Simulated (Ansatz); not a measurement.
A run of Ansatz (development build ahead of 0.2.0) on quartet LiC at this shape:

```xyz
2

Li    0.0241    0.0435   -0.9391
C    -0.0016    0.0254    0.9774
```

Its results:

- Converged: yes
- Reference energy: -45.14478 hartree
- Correlation energy: -0.08453 hartree
- Total energy: -45.22931 hartree
- Stability test: minimum

Q: Which input gives this output? Name the method, the orbitals and the basis set, and write the input.

A: UHF-CCSD(T) in def2-SVP.

```yaml
crystal:
  periodic: [false, false, false]
  atoms:
    - { symbol: Li, position_ang: [0.02412, 0.04353, -0.93914] }
    - { symbol: C, position_ang: [-0.00159, 0.02539, 0.97738] }
basis:
  gaussian: { orbitals: def2-SVP }
magnetization:
  spin_polarized: true
  initial_magnetization: 3
hamiltonian:
  xc: hf
correlation:
  method: ccsd_t
  frozen_orbitals: { C: 1, Li: 0 }
```
